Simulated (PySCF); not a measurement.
# F5P (Phosphorus pentafluoride): the cost of one run

Computed with PySCF 2.14.0, with density-fitted response routines of our own, on a single molecule in the gas phase. Atoms count from 0, in the outputs and in this text.

## (1) The starting structure

6 atoms, charge 0, multiplicity 1; geometry from: GFN2-xTB. The atoms were then displaced at random by about 0.01 Å, so the start is not that level's minimum.

Bonds of the start (Å): F0–P1 1.61, P1–F2 1.56, P1–F3 1.56, P1–F4 1.57, P1–F5 1.59.

## (2) Optimising the geometry at PBE0-D3(BJ)/def2-SVP

Job settings and geometry (Å):

```
{"job": {"xc": "PBE0", "basis": "def2-SVP", "d3": "d3bj", "grid": 1, "shake": 0.01, "kind": "geom"}, "charge": 0, "multiplicity": 1}
F      1.599560     0.107220    -0.121050
P     -0.005200    -0.004200    -0.006280
F     -0.169510     1.523200    -0.300600
F      0.186750    -0.495750     1.461500
F     -0.005140    -1.032260    -1.189370
F     -1.582300    -0.128230     0.111140
```

On the command line:

```sh
$ OMP_NUM_THREADS=1 python probes_run.py task.json out
```

This one command runs all jobs of the session in turn.

Q: Estimate the wall time and peak memory of this first job on 1 thread of Arm Neoverse V1, shared host.

About 32 s, with a peak of 0.37 GiB.
